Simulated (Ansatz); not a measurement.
# HF/3-21G run of HOF (hypofluorous acid)

Aim: the energy change on altering one bond length of HOF (hypofluorous acid) at HF/3-21G, from 2 runs. 

Program for the calculation: Ansatz 0.2.0.

48 further runs of the same task are left out: 48 set aside as unsound or not needed.

## (1) The structure to begin with

HOF has 3 atoms, charge 0, and is taken as a singlet. SMILES: `OF`. The coordinates come from a PBE0-D4/def2-TZVP relaxation.

Bond lengths: O1–F2 1.406 Å, O1–H3 0.969 Å. Angles: F2–O1–H3 99.1°.

## (2) The energy at HF/3-21G

Input file molecule.yaml:

```yaml
crystal:
  periodic: [false, false, false]
  atoms:
    - {symbol: O, position_ang: [0.430590, -0.210340, 0.216330]}
    - {symbol: F, position_ang: [-0.221910, 1.014620, -0.010980]}
    - {symbol: H, position_ang: [-0.208690, -0.804280, -0.205350]}
basis:
  gaussian:
    orbitals: 3-21G.json
hamiltonian:
  xc: hf
accuracy: high
output: {orbitals: {seedname: orbitals}}
```

The basis set 3-21G is read from a file made from the Basis Set Exchange's data (not shown).

Started as:

```sh
$ ansatz run molecule.yaml --threads 1 --pin off --max-ram 3480MiB --events-out events.jsonl --progress --plain --runs-dir runs
```

Output:

```text
Warning: RAYON_NUM_THREADS=1 ignored (pool sized by the plan → 1); use --threads N
Functional definition: HF
  name "HF"
  exchange = exact_x
  correlation = 0
325 factors; integrals over basis functions are off by at most 6.0e-9 eV
mean field evaluation 1: about -4728.8573 eV, gradient 1.4e1 eV
mean field evaluation 2: about -4728.8587 eV, gradient 1.4e1 eV
mean field evaluation 4: about -4729.3244 eV, gradient 1.7e0 eV
mean field evaluation 8: about -4729.3300 eV, gradient 1.0e-4 eV
mean field -4729.33000105 eV, -173.7996718835 hartree, gradient 5.8e-8 eV, S^2 0.000000; 0 other end points of the search recorded, 0 dependent functions left out
reference -4729.33000105 eV, -173.7996718835 hartree; 9, 9 occupied and 11, 11 virtual orbitals, 325 factors
Total energy: -4729.33000105 eV, -173.7996718835 hartree
```

Wall time 0.06 s (1 thread of Arm Neoverse V2, shared host).

## (3) The distorted shape

Input file molecule.yaml:

```yaml
crystal:
  periodic: [false, false, false]
  atoms:
    - {symbol: O, position_ang: [0.526465, -0.121265, 0.279571]}
    - {symbol: F, position_ang: [-0.126035, 1.103695, 0.052261]}
    - {symbol: H, position_ang: [-0.208690, -0.804280, -0.205350]}
basis:
  gaussian:
    orbitals: 3-21G.json
hamiltonian:
  xc: hf
accuracy: high
output:
  orbitals: {seedname: orbitals}
```

The basis set 3-21G is read from a file made from the Basis Set Exchange's data (not shown).

Started as:

```sh
$ ansatz run molecule.yaml --threads 1 --pin off --max-ram 3480MiB --events-out events.jsonl --progress --plain --runs-dir runs
```

Output:

```text
Warning: RAYON_NUM_THREADS=1 ignored (pool sized by the plan → 1); use --threads N
Functional definition: HF
  name "HF"
  exchange = exact_x
  correlation = 0
323 factors; integrals over basis functions are off by at most 5.5e-9 eV
mean field evaluation 1: about -4728.4659 eV, gradient 1.4e1 eV
mean field evaluation 2: about -4728.4680 eV, gradient 1.4e1 eV
mean field evaluation 4: about -4728.9633 eV, gradient 1.9e0 eV
mean field evaluation 8: about -4728.9727 eV, gradient 1.6e-4 eV
mean field -4728.97271621 eV, -173.7865419080 hartree, gradient 8.6e-8 eV, S^2 0.000000; 0 other end points of the search recorded, 0 dependent functions left out
reference -4728.97271621 eV, -173.7865419080 hartree; 9, 9 occupied and 11, 11 virtual orbitals, 323 factors
Total energy: -4728.97271621 eV, -173.7865419080 hartree
```

Run time: 0.06 s. Hardware: 1 thread of Arm Neoverse V2, shared host.

## (4) Results

Level: HF/3-21G.

| quantity | value |
| --- | --- |
| first shape: total energy | -173.79967 Eh |
| first shape: HOMO energy | -14.13 eV |
| first shape: LUMO energy | 5.86 eV |
| first shape: HOMO–LUMO gap | 19.99 eV |
| distorted shape: total energy | -173.78654 Eh |
| distorted shape: HOMO energy | -14.01 eV |
| distorted shape: LUMO energy | 4.96 eV |
| distorted shape: HOMO–LUMO gap | 18.97 eV |
| energy change with the O1–H3 bond stretched from 0.969 to 1.115 Å | 0.357 eV |

In words: With the O1–H3 bond stretched from 0.969 to 1.115 Å the energy rises by 0.36 eV (34.5 kJ/mol). The first shape isn't relaxed at this level, so the change isn't measured from a minimum.
